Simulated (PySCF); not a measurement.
Process, species as SMILES: OCl (OH-Cl) + H+ → Cl[OH2+]
B3LYP-D3(BJ)/def2-TZVP geometries, fixed; electronic energies without zero-point terms; positive where energy is released.

Effect of the SCF energy threshold at PBE0/def2-TZVP with PySCF, against the last row, where the proton affinity is 158.99 kcal/mol. The proton sits at the site shown, which need not be the one that binds it best.

| setting | SCF cycles, largest species | largest shift of a total energy (mEh) | shift of the proton affinity (kcal/mol) |
|---|---|---|---|
| conv_tol: 1e-4 | 6 | 0.000 | 0.000 |
| conv_tol: 1e-5 | 6 | 0.000 | 0.000 |
| conv_tol: 1e-6 | 7 | 0.000 | 0.000 |
| conv_tol: 1e-7 | 7 | 0.000 | 0.000 |
| conv_tol: 1e-11 | 11 | 0.000 | 0.000 |

Within 0.02 kcal/mol in the proton affinity: conv_tol: 1e-4; conv_tol: 1e-5; conv_tol: 1e-6; conv_tol: 1e-7. The largest shift is 0.000 mEh in a total energy and 0.000 kcal/mol in the difference.
